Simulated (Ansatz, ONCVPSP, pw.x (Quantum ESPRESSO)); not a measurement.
# Equation-of-state test of one ONCV potential (Ru (Z = 44))

ruthenium, optimised norm-conserving Vanderbilt (ONCV), made with ONCVPSP 4.0.1.1 (patched build) (PBEsol, scalar-relativistic). Core [Ar] 3d10, reference 4s2 4p6 4d7 5s1. Waves: 4s+5s: rc 1.40 bohr, ncon 4, nbas 7, qcut 6.9 1/bohr, 2 projectors; 4p: rc 1.75 bohr, ncon 4, nbas 7, qcut 7.8 1/bohr, 2 projectors, debl 2 Ha; 4d: rc 2.15 bohr, ncon 4, nbas 8, qcut 8.3 1/bohr, 2 projectors, debl 0.7 Ha. Local part: polynomial inside 1.10 bohr (lpopt 2, dvloc0 0 Ha). Core correction: Teter function, fcfact 4.5, rcfact 1.3.

Crystal test: bcc Ru in pw.x 7.5, no spin, 15³ k-points, Fermi–Dirac smearing 0.01 Ry, cutoffs 135/540 Ry. The reference is all-electron LAPW (Ansatz 0.2.0) with the same functional, mesh and smearing; V0 and B0 come from Birch–Murnaghan fits to the pressures at five volumes. Errors are pseudo minus all-electron; Δ is the rms difference of the E(V) curves that follow from these fits, minima aligned, over ±6 % about the mean V0. Mesh and smearing are coarse, so the numbers serve the comparison and aren't converged zero-temperature values; the lattice is a test structure that the element need not adopt.

All-electron: a0 = 3.021 Å (V0 = 13.79 Å³/atom), B0 = 307.4 GPa.

Q: How far does the potential miss the all-electron equation of state?

A: mean pressure error (GPa): +0.63; a0 (Å): 3.023; a0 error (%): +0.07; B0 error (%): +0.1; Δ (meV/atom): 1.9.

```csv
V (Å³/atom),P all-electron (GPa),P pseudo (GPa)
13.080,18.34,19.14
13.424,8.71,9.41
13.768,0.38,1.00
14.112,-6.82,-6.27
14.456,-13.03,-12.55
```

Q: At the middle volume, how do free energy and pressure move when the wave cutoff is lowered (ecutrho kept at four times it)?

A:

```tsv
cutoff (Ry)	shift of F (meV/atom)	shift of P (GPa)
61	+24.4	-0.14
81	+12.3	+0.01
108	+7.3	-0.23
```

The run at the middle volume (120 k-points, 7 iterations) took about 55 s on one core of a shared host (Neoverse-V1, 32 threads, 126 GiB, load 13).
